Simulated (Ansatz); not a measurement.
The parent structure is MgO in the rock salt structure (space group Fm-3m, No. 225; a = 4.254 Å).

Method: PBE/PAW in Ansatz (a first-principles code), without spin-orbit coupling, earlier PAW set.

Perturbation: full substitution O → Se, then cell and atoms are relaxed.

Measured lattice parameter a: MgO 4.189 Å (static lattice; corrected from measurement; as listed in Daniel Mejia-Rodriguez, S. B. Trickey, Phys. Rev. B (2018)); MgSe 5.46 Å (room temperature; as listed in M J Lucero, T M Henderson, G E Scuseria, Journal of Physics Condensed Matter (2012)).

**Question.** How well does PBE reproduce the measured shift?

**Answer.** With PBE the lattice parameter a moves by +1.254 Å (4.254 → 5.508) against +1.271 Å measured. The two measured values stand on different bases (one corrected, one not), which blurs small differences.

Stability against distortions was not tested.
